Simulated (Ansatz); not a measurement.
Ansatz (a first-principles code) input (RI-MP2/aug-cc-pV(T+d)Z):
A basis named .json is the Basis Set Exchange file of that set.

Ansatz 0.2 input:
```yaml
crystal:
  periodic: [false, false, false]
  atoms:
    - {symbol: C, position_ang: [-0.01391223, 1.10555582, 0.01242075]}
    - {symbol: S, position_ang: [0.00131840, -0.69162862, -0.00793970]}
    - {symbol: H, position_ang: [1.03361851, 1.42417014, 0.04011488]}
    - {symbol: H, position_ang: [-0.50619286, 1.49393861, 0.90330915]}
    - {symbol: H, position_ang: [-0.46504668, 1.51461421, -0.89091335]}
basis:
  gaussian:
    orbitals: aug-cc-pV_T+d_Z.json
    fitting: {mean_field: def2-universal-jkfit, correlation: aug-cc-pVTZ-RIFIT.json}
magnetization: {spin_polarized: true, initial_magnetization: 1}
correlation: {method: mp2, electrons: outside_noble_gas}
```

End of the output:

```
integrals: 0.08 GiB planned
257 factors; integrals over basis functions are off by at most 1.3e0 eV
391 factors; integrals over basis functions are off by at most 7.2e-1 eV
mean field: 0.32 GiB planned
mean field evaluation 1: about -11894.2060 eV, gradient 1.4e1 eV
mean field evaluation 2: about -11895.3350 eV, gradient 5.4e0 eV
mean field evaluation 4: about -11895.5784 eV, gradient 5.5e-1 eV
mean field evaluation 8: about -11893.6874 eV, gradient 1.0e1 eV
mean field evaluation 16: about -11895.5378 eV, gradient 1.8e-1 eV
mean field evaluation 32: about -11895.5370 eV, gradient 5.9e-2 eV
mean field -11895.58347379 eV, -437.1546295458 hartree, gradient 1.8e-6 eV, S^2 0.765483; 6 other end points of the search recorded, 0 dependent functions left out
6 core orbitals not correlated
reference -11895.58347379 eV, -437.1546295458 hartree; 7, 6 occupied and 157, 158 virtual orbitals, 391 factors
second order -9.02048688 eV of doubles, -0.00000000 eV of singles
Total energy: -11904.60396068 eV, -437.4861263244 hartree
```

It need not be the lowest isomer of its formula.
